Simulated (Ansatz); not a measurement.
System: C3H2N (charge 0, doublet). It need not be the lowest isomer of its formula. SMILES: [CH]=CC#N
Geometry from a B3LYP-D3(BJ)/def2-TZVP (Ansatz, a quantum-chemistry and plane-wave program) optimisation:
```xyz
6

C     -0.1219    -1.6907     0.0222
C      0.5422    -0.5603     0.0115
C     -0.0782     0.7252    -0.0104
H      0.1085    -2.7434     0.0381
H      1.6343    -0.5565     0.0193
N     -0.5422     1.7793    -0.0281
```
Charge 0, spin multiplicity 2.

Parts of the frozen-core correlation energy in cc-pwCVTZ (Ansatz, hartree). Frozen orbitals: 4; correlated occupied orbitals by spin: 10 and 9; virtual: 186 and 187. UHF or UKS for open shells. Spin-orbit coupling is left out. Non-relativistic.

```json
[
 {"term": "reference (HF)", "value": "-169.18359"},
 {"term": "MP2 opposite-spin", "value": "-0.44677"},
 {"term": "MP2 same-spin", "value": "-0.15245"},
 {"term": "CCSD correlation", "value": "-0.63485"},
 {"term": "(T)", "value": "-0.03387"},
 {"term": "T1 diagnostic", "value": "0.046"},
 {"term": "largest doubles amplitude", "value": "0.096"},
 {"term": "<S^2> of the reference", "value": "1.130"}
]
```
